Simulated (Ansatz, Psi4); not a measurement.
**Predicting a hybrid from its neighbours: SO2 (sulfur dioxide)**

SO2: 3 atoms, total charge 0, spin state singlet. As SMILES, `O=S=O`. Geometry: relaxed at PBE0-D4/def2-TZVP.

The HOMO–LUMO gap y, in eV, basis def2-TZVPP; a is the functional's share of exact exchange. Programs: Ansatz 0.2.0, Psi4 1.11.

```
functional  program     a  y (eV)
      TPSS     Psi4     0    3.80
    revPBE     Psi4     0    3.66
     TPSSh     Psi4   0.1    4.80
     B3LYP     Psi4   0.2    5.69
      PBE0     Psi4  0.25       ?
   r2SCAN0   Ansatz  0.25    6.41
     BHLYP     Psi4   0.5    8.75
```

Problem. Fit y = c + s·a to the known rows and predict PBE0.

Solution. 
1. Means of the 6 rows: a = 0.1750, y = 5.518.
2. Σ(Δa)² = 0.17875, Σ(Δa·Δy) = 1.8013, so the slope is 1.8013/0.17875 = 10.077.
3. Intercept: 5.518 − (10.077) × 0.1750 = 3.755. The largest residual of the fit is 0.14.
4. PBE0: 3.755 + (10.077) × 0.25 = 6.27 eV.

The run gave 6.17 eV, so the prediction is off by +0.10 eV, within the largest residual. Exact exchange lowers occupied levels and raises empty ones. The rows mix families of semi-local functionals, which the line can't see.
